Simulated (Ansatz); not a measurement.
**SiN₂ (triplet): from Hartree-Fock to the top rungs, cc-pVDZ**

The task here is to estimate one member of a computed series from the others.

The runs use Ansatz 0.2.0, Gaussian basis; cc-pVDZ, core rule «outside noble gas», up to 7 orbitals frozen.

To be run: UHF; CCSD(T) on ROHF; CCSD(T) on UHF; BCCD(T) on ROHF; CISD; CCSDT(Q) on ROHF; CCSDT(Q) on UHF; CASSCF and MRCISD+Q, 10 electrons in 10 orbitals; CASSCF and NEVPT2, 10 electrons in 10 orbitals.

28 further runs of the same task are left out: 9 for a known fault of the program, 6 that didn't finish, 13 set aside as unsound or not needed.

### What is computed

The geometry is a PBE0/def2-TZVP stationary point (not a proven minimum).

3 atoms, charge 0, spin multiplicity 3.

Atoms are counted from 1 here; the program's logs count them from 0.

Bond lengths: N1–N2 1.137 Å, N2–Si3 1.741 Å. Angles: N1–N2–Si3 180.0°.

The first run:

in.yaml reads:

```yaml
crystal:
  periodic: [false, false, false]
  atoms:
    - {symbol: N, position_ang: [0.000000, 0.000000, -1.338000]}
    - {symbol: N, position_ang: [0.000000, 0.000000, -0.201300]}
    - {symbol: Si, position_ang: [0.000000, 0.000000, 1.539300]}
basis:
  gaussian: {orbitals: cc-pVDZ}
magnetization: {spin_polarized: true, initial_magnetization: 2}
hamiltonian: {xc: hf}
output: {orbitals: {seedname: orbitals}}
```

Command:

```
$ ansatz run in.yaml --threads 1 --pin off --events-out ev --progress --plain --max-ram 2393MiB
```

Among the steps run: UHF; CCSD(T) on ROHF; CCSD(T) on UHF; BCCD(T) on ROHF; CISD; CCSDT(Q) on ROHF; CCSDT(Q) on UHF; CASSCF and MRCISD+Q, 10 electrons in 10 orbitals; CASSCF and NEVPT2, 10 electrons in 10 orbitals.

One of the session's tables, all rows but one given; the rest of the session is left out.

It belongs to the step «Misses and costs». 

```
          method  from RCCSDT(Q) (meV)
            ROHF              +11656.2
             UHF              +10967.4
            RMP2                +841.2
            UMP2               +1611.7
            CISD               +1797.8
           RCCSD                +592.1
           UCCSD                +557.0
        RCCSD(T)                 +90.3
        UCCSD(T)                +103.2
         BCCD(T)                 +90.3
          RCCSDT                 +73.2
          UCCSDT                 +64.7
       RCCSDT(Q)                     0
       UCCSDT(Q)                  +3.0
  CASSCF valence               +7290.8
  NEVPT2 valence                     ?
  MRCISD valence                +774.0
MRCISD+Q valence                +181.8
```

Estimate the missing values for NEVPT2 valence.

The run gave: from RCCSDT(Q) (meV): +1482.1. In the column «from RCCSDT(Q) (meV)» it lies between RMP2 (+841.2) and UMP2 (+1611.7).

With the free atoms at the same levels and basis (separate runs), the atomisation energy is 8.742 eV at RCCSDT(Q), 8.673 eV at RCCSD(T), 8.656 eV at UCCSD(T), 3.874 eV at ROHF.

Limits of these values: Restricted and unrestricted rows rest on different reference determinants; where their highest levels disagree by more than a few hundredths of an eV, they describe different states and don't form one ladder.
